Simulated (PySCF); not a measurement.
## Basis-set dependence of excited states

Compound: HCF (singlet state).
SMILES: `[CH]F`

TDDFT with PBE0 (PySCF), vertical singlets, core orbitals frozen in the response, spherical d and f functions. Geometry: PBE0-D3(BJ)/def2-SVP; no solvent, vibrations or thermal averaging.

Problem. Compare 6-31G*, def2-SVP, 6-31+G*, def2-SVPD, aug-cc-pVDZ, def2-TZVP, def2-TZVPD and aug-cc-pVTZ for this molecule.

Solution. 

| basis | functions | diffuse | S1 (eV) | S2 (eV) | S3 (eV) | S4 (eV) | S5 (eV) | LUMO (eV) | α (au) |
| --- | --- | --- | --- | --- | --- | --- | --- | --- | --- |
| 6-31G* | 30 | no | 2.29 | 8.51 | 9.37 | 9.80 | 10.25 | -2.21 | 11.2 |
| def2-SVP | 33 | no | 2.19 | 8.38 | 8.43 | 9.59 | 10.19 | -2.56 | 11.8 |
| 6-31+G* | 38 | yes | 2.26 | 6.52 | 7.11 | 7.93 | 8.32 | -2.77 | 14.0 |
| def2-SVPD | 51 | yes | 2.16 | 6.97 | 8.10 | 8.45 | 9.48 | -2.83 | 15.7 |
| aug-cc-pVDZ | 55 | yes | 2.20 | 6.13 | 6.96 | 7.78 | 8.03 | -2.82 | 16.1 |
| def2-TZVP | 68 | no | 2.23 | 7.83 | 8.35 | 8.45 | 10.17 | -2.73 | 14.2 |
| def2-TZVPD | 86 | yes | 2.22 | 6.46 | 7.52 | 8.40 | 8.47 | -2.78 | 16.4 |
| aug-cc-pVTZ | 115 | yes | 2.22 | 6.13 | 6.92 | 7.59 | 7.76 | -2.80 | 16.5 |

States are compared by their number. Against the largest diffuse basis here (aug-cc-pVTZ, itself not a converged limit), sets without diffuse functions differ by up to 0.07 eV in S1 and 2.50 eV in S5; the smaller diffuse sets differ by up to 0.06 and 1.73 eV. State by state, the largest deviation of a set without diffuse functions is S1 0.07, S2 2.38, S3 2.46, S4 2.21, S5 2.50 eV. The same number needn't mean the same state in each row. Against aug-cc-pVTZ the polarisability deviates by -32% in 6-31G*, -29% in def2-SVP, -16% in 6-31+G*, -5% in def2-SVPD, -3% in aug-cc-pVDZ, -14% in def2-TZVP, -1% in def2-TZVPD. A single + in a Pople set puts diffuse functions on heavy atoms only.
